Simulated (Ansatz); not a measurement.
We consider α-quartz (SiO2), described by Hartree–Fock (Ansatz, an electronic-structure program, PAW).

Settings: plane-wave cutoff 460 eV, 6×6×4 k mesh (along the axes of the cell as run), Fermi–Dirac smearing 0.01 eV, scalar-relativistic PAW data made under PBE.

Computed at the level's own relaxed cell.

```
CELL_PARAMETERS angstrom
      2.50471    -4.33829     0.00000
      2.50471     4.33829     0.00000
      0.00000     0.00000     5.48844
ATOMIC_POSITIONS crystal
  Si 0.00000 0.48698 0.33333
  Si 0.51302 0.51302 0.00000
  Si 0.48698 0.00000 0.66667
  O  0.23649 0.42098 0.18742
  O  0.57902 0.81550 0.85409
  O  0.76351 0.18450 0.47925
  O  0.81550 0.57902 0.14591
  O  0.42098 0.23649 0.81258
  O  0.18450 0.76351 0.52075
```

Question: List the 30 lowest band energies at Γ above −25 eV (eV, relative to the valence band maximum), grouping those that round alike.

Answer: At Γ: -23.84 (×2), -23.16, -23.06 (×2), -9.98 (×2), -6.44, -6.37, -6.28 (×2), -3.64 (×2), -3.61, -3.14, -1.96, -1.95 (×2), -1.21 (×2), -0.47 (×2), -0.35, 16.11, 19.99 (×2), 20.42 (×2), 22.59, 23.26.

Note: the run warned that its exchange threshold was loose for the stress.
